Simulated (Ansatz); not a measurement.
**Copper, fcc under revPBE: ground state and equation of state**

What does revPBE give for copper in the fcc structure? We relax it, solve it on a dense k-mesh, switch on spin-orbit coupling, then scale the cell to 7 volumes from 88 to 112 % of the relaxed one and try a fit of the equation of state. The k-meshes are 15×15×15 for the relaxation; 24×24×24 for the dense run; 15×15×15 for spin-orbit coupling; 24×24×24 for the volumes. The starting cell is the deposited one, from the Crystallography Open Database.

Computed with Ansatz 0.2.0 (DFT revPBE, plane waves (420 eV) with PAW, scalar-relativistic; PBE-made PAW files, unless a step says otherwise).

### Step 1. The system as given

The structure is cubic, space group Fm-3m (No. 225). Conventional cell: a = 3.615 Å, b = 3.615 Å, c = 3.615 Å, α = 90.00°, β = 90.00°, γ = 90.00°. Cu (site symmetry m-3m) has 12 Cu at 2.56 Å as nearest neighbours.

Structure file:

```xyz
1
Lattice="0.0000 1.8075 1.8075 1.8075 0.0000 1.8075 1.8075 1.8075 0.0000" Properties=species:S:1:pos:R:3 pbc="T T T"
Cu    0.0000    0.0000    0.0000
```

### Step 2. Relaxation of the cell

Contents of input.yaml:

```yaml
crystal:
  lattice:
    - [0.0, 1.80748, 1.80748]
    - [1.80748, 0.0, 1.80748]
    - [1.80748, 1.80748, 0.0]
  atoms:
    - { symbol: Cu, position: [0.0, 0.0, 0.0] }
hamiltonian:
  xc: revpbe
  pseudopotentials:
    kind: paw
    azcp:
      Cu: "pseudopotentials/Cu.paw.azcp"
basis:
  ecutwfc: 420
  fft_grid_basis: typed
kpoints:
  mp_grid: { grid: [15, 15, 15], shift: [0, 0, 0] }
magnetization:
  spin_polarized: false
scf:
  occupations: { method: fermi_dirac, width: 0.1 }
relax:
  max_steps: 60
  f_tol: 0.01
  cell: {}
```

The runs that follow: Single point on a dense mesh; A two-component run at the same geometry; Equation of state: 88 %; Equation of state: 92 %; Equation of state: 96 %; Equation of state: 100 %; Equation of state: 104 %; Equation of state: 108 %; Equation of state: 112 %.

What does the calculation give? Wanted: space group; conventional cell; volume; shortest distance; gap on the mesh; V₀, B₀, B₀′.

**Answer**, as computed:

| quantity | value |
| --- | --- |
| space group (spins left aside) | Fm-3m (No. 225) |
| conventional cell | a = 3.660 Å |
| volume | 12.259 Å³/atom |
| shortest distance | 2.588 Å |
| against the deposited volume | +3.8 % (11.810 Å³/atom) |
| gap on the mesh | none (levels filled in part) |
| V₀, B₀, B₀′ | 12.264 Å³/atom, 129 GPa, 5.1 |

**Reading.** The relaxed volume lies 3.8 % above the deposited cell. Cells that are too large are usual for this functional. Zero-point motion and any thermal expansion in the deposited cell, which the calculation lacks, would widen the miss. No gap shows: it is a metal or semimetal at this level. The total energy of the spin-orbit run lies -0.37 eV/atom from the scalar one, but the two kinds of run don't share a zero of energy: only differences within one kind count. The fitted modulus is 129 GPa.
